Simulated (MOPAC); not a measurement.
MOPAC input (PM6):

```
PM6 1SCF UHF MS=0.5 GEO-OK AUX(PRECISION=9) THREADS=1
C2H2F

C    -0.00304735 1    0.42791482 1   -0.00613070 1
C     1.20001360 1   -0.09023937 1    0.00044276 1
F    -1.17652991 1   -0.15679382 1    0.00308106 1
H     1.34031919 1   -1.16762619 1    0.01578439 1
H     2.06665249 1    0.55271791 1   -0.00938634 1
```

From the last part of the output:

```
                                                       MOPAC v23.2.5 Linux

          FINAL HEAT OF FORMATION =         14.48434 KCAL/MOL =      60.60248 KJ/MOL

          COSMO AREA              =         78.05 SQUARE ANGSTROMS
          COSMO VOLUME            =         59.80 CUBIC ANGSTROMS

          IONIZATION POTENTIAL    =         10.687890 EV
          ALPHA SOMO LUMO (EV)    =        -10.688  0.655
          BETA  SOMO LUMO (EV)    =        -10.930 -0.409
          NO. OF ALPHA ELECTRONS  =          9
          NO. OF BETA  ELECTRONS  =          8
          MOLECULAR WEIGHT        =         45.0362         POINT GROUP:  Cs

          MOLECULAR DIMENSIONS (Angstroms)

            Atom       Atom       Distance
            H     5    F     3     3.31991
            H     4    C     1     1.84595
            C     1    H     5     0.00000

          SCF CALCULATIONS        =          1

   ATOM   CHEMICAL          X               Y               Z
  NUMBER   SYMBOL      (ANGSTROMS)     (ANGSTROMS)     (ANGSTROMS)

     1       C         -0.00304735  *   0.42791482  *  -0.00613070  *
     2       C          1.20001360  *  -0.09023937  *   0.00044276  *
     3       F         -1.17652991  *  -0.15679382  *   0.00308106  *
     4       H          1.34031919  *  -1.16762619  *   0.01578439  *
     5       H          2.06665249  *   0.55271791  *  -0.00938634  *

                             CARTESIAN COORDINATES

   1    C       -0.003047350     0.427914820    -0.006130700
   2    C        1.200013600    -0.090239370     0.000442760
   3    F       -1.176529910    -0.156793820     0.003081060
   4    H        1.340319190    -1.167626190     0.015784390
   5    H        2.066652490     0.552717910    -0.009386340

           Empirical Formula: C2 H2 F  =     5 atoms

      MOLECULAR POINT GROUP   :   Cs

          ALPHA EIGENVALUES
 -42.50591 -26.95773 -20.51254 -17.42494 -17.24850 -16.61160 -14.65238 -10.97979
 -10.68789   0.65465   2.83189   4.92650   5.60027   6.01722

           BETA EIGENVALUES
 -42.34348 -26.71621 -20.08229 -17.25998 -17.16179 -16.22663 -14.56350 -10.92975
  -0.40925   1.07968   3.16616   5.17960   5.70667   6.10373

              NET ATOMIC CHARGES AND DIPOLE CONTRIBUTIONS

  ATOM NO.   TYPE          CHARGE      No. of ELECS.   s-Pop       p-Pop
    1          C           0.240100        3.7599     1.26530     2.49460
    2          C          -0.509652        4.5097     1.12107     3.38859
    3          F          -0.136831        7.1368     1.96594     5.17089
    4          H           0.205703        0.7943     0.79430
    5          H           0.200681        0.7993     0.79932
 DIPOLE           X         Y         Z       TOTAL
 POINT-CHG.     1.148     0.197    -0.004     1.165
 HYBRID        -0.254    -0.419     0.006     0.490
 SUM            0.895    -0.223     0.003     0.922

          ATOMIC ORBITAL ELECTRON POPULATIONS

     Atom    s        px        py        pz
    1  C   1.26530   0.80712   0.83276   0.85472
    2  C   1.12107   1.06807   1.13425   1.18627
    3  F   1.96594   1.40973   1.80221   1.95896
    4  H   0.79430
    5  H   0.79932

                    (SZ)    =    0.500000
                    (S**2)  =    0.787592

          ATOMIC ORBITAL SPIN POPULATIONS

    Atom   Total    s     px     py     pz
         Atomic
    1  C  1.0445  0.200  0.048  0.617  0.179
    2  C -0.1726 -0.002  0.006  0.010 -0.186
    3  F  0.0621  0.000 -0.015  0.070  0.007
    4  H  0.0551  0.055
    5  H  0.0109  0.011

 **********************
 *                    *
 * JOB ENDED NORMALLY *
 *                    *
 **********************

 == MOPAC DONE ==
```

The geometry given is a B3LYP-D3(BJ)/def2-TZVP minimum.
